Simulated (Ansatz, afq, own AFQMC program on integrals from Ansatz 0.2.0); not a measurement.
# CH₂N, doublet: AFQMC among the cluster methods

```yaml
atoms:
  - { symbol: N, position_ang: [0.0000, -0.1720, 0.5481] }
  - { symbol: C, position_ang: [0.0000, 0.1950, -0.6214] }
  - { symbol: H, position_ang: [0.0000, 0.5353, 1.2828] }
  - { symbol: H, position_ang: [0.0000, -0.4685, -1.4949] }
```

Connectivity, by distances: NH–CH.

Basis cc-pVDZ. Noble-gas cores (and the filled d shells of Ga–Kr and In–Xe) are frozen. Integrals, coupled cluster, full CI and functionals: Ansatz 0.2.0; the random walks run on the same integrals in our own AFQMC program. ph-AFQMC/CISD is guided by a CISD state made of CCSD amplitudes; releasing the constraint for a short imaginary time cuts its bias at the price of noise, slowly where states lie close. Free AFQMC starts from the CCSD state and is never constrained. Its projection time is finite, and what remains of the start isn't in its error. ± is one standard error of the sampling.

Determinant: UHF, the one that the program's search chose, which needn't be the lowest solution. The geometry is a PBE0/def2-TZVP stationary point of this or a neighbouring charge and spin state.

No full CI on the walks' own integrals is used here; CCSDT(Q) serves as the reference and is uncertain by about the last step of the cluster series.

Cautions: unrestricted determinant slightly spin contaminated (⟨S²⟩ 0.82 against 0.75).

* T1 diagnostic: 0.0363
* weight of the determinant in the CISD state: 0.866
* ⟨S²⟩ of the determinant: 0.820
* size of the correlated space: 11 electrons in 36 orbitals

```csv
level,correlation energy (eV)
MP2,-7.3671
CCSD,-8.0510
CCSD(T),-8.3369
```

Question: Estimate where free-projection AFQMC lies against CCSD(T) on the same integrals.

Answer: 26.9 ± 25.2 meV below CCSD(T). The gap is under twice the noise, so this walk alone can't tell the two apart.

Reference: CCSDT(Q), correlation energy -8.388 eV. The released energy is read at 2.40 1/Eh (meV from the phaseless value at times in 1/Eh: -19 ± 22 at 0.24, -57 ± 24 at 0.51, -51 ± 21 at 0.99, -14 ± 18 at 1.62, -10 ± 25 at 2.40).

```
         level  E − E(reference) (meV)  share of correlation (%)
       CCSD(T)                    51.0                     99.39
         CCSDT                    26.4                     99.68
   ph-AFQMC/HF            -36.8 ± 83.7                    100.44
 ph-AFQMC/CISD             24.0 ± 17.0                     99.71
released AFQMC             14.1 ± 25.4                     99.83
    free AFQMC             24.0 ± 25.2                     99.71
```

Free projections are given only where their last times agree within the noise and don't stop above the reference; a slow remainder of the start can still hide under it. A walk keeps the symmetry of its determinant, which the program's search chose and which needn't be the lowest solution, so a lower state of the same spin and another symmetry isn't excluded. Released energies are given only where the last usable release times agree within the noise; a slower fall can still hide under it.
